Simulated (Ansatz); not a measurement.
A nudged elastic band was laid between two geometries of H3NOSi (6 atoms, charge 0, multiplicity 1).

Level of theory: RKS r2SCAN/def2-SVP (Ansatz).

```json
{"movable images": "9", "climbing image": "yes", "spring": "5.0 eV/Å²", "optimiser": "quadratic models (default)", "start path": "through a guess of the saddle point", "force threshold": "0.05 eV/Å", "iteration limit": "60", "end points": "relaxed"}
```

First end point:

```xyz
6
Properties=species:S:1:pos:R:3
N -1.229 -0.535 -0.242
Si 0.205 0.165 -0.291
O 1.114 0.290 1.074
H -1.826 -0.635 -1.059
H 1.037 0.803 -1.342
H 0.698 -0.089 1.861
```

Last end point:

```xyz
6
Properties=species:S:1:pos:R:3
N -1.408 -0.585 -0.399
Si 0.033 0.048 -0.141
O 0.650 -0.003 1.384
H -1.826 -0.574 -1.327
H 1.028 0.727 -1.026
H 1.522 0.387 1.509
```

Problem. What changes between the two ends?

Solution. No bond is made or broken. The dihedral N1–Si2–O3–H6 goes from 0 to 180°.

Problem. Give the energies along the band, and the barrier.

Solution. The forces met the threshold. The highest image is number 5 of 0 to 10, 6.4 kcal/mol above the first end and 2.5 kcal/mol above the last; the last end lies 3.9 kcal/mol above the first. A vibrational analysis at the climbing image gives one clearly imaginary mode, 404i cm⁻¹: a first-order saddle point.

```tsv
image	path coordinate (Å)	energy (kcal/mol)	dihedral N1–Si2–O3–H6 (°)
0	0.00	0.0	0
1	0.20	0.6	14
2	0.40	2.2	34
3	0.59	4.3	57
4	0.79	5.9	79
5	0.99	6.4	100
6	1.15	6.2	117
7	1.31	5.5	133
8	1.48	4.8	148
9	1.64	4.2	164
10	1.80	3.9	180
```

Problem. What is the geometry of the highest image?

Solution. 
```xyz
6
Properties=species:S:1:pos:R:3:forces:R:3
N -1.386 -0.479 -0.327 -0.01 -0.01 0.03
Si 0.081 0.144 -0.193 0.00 0.01 -0.03
O 0.707 0.475 1.288 0.00 0.02 0.02
H -1.790 -0.616 -1.253 -0.01 0.00 -0.03
H 1.053 0.587 -1.234 0.00 0.00 0.00
H 1.336 -0.112 1.719 0.01 -0.01 0.01
```

Problem. What are the harmonic wavenumbers there?

Solution. 404i, 339, 484, 595, 603, 680, 874, 896, 1176, 2216, 3604, 3921 cm⁻¹.

The band took 9 iterations and about 2.9 core-minutes.

Run time: 2.9 min on 1 thread of Intel(R) Xeon(R) Platinum 8488C (Sapphire Rapids), on a shared host, peak memory 0.12 GiB.
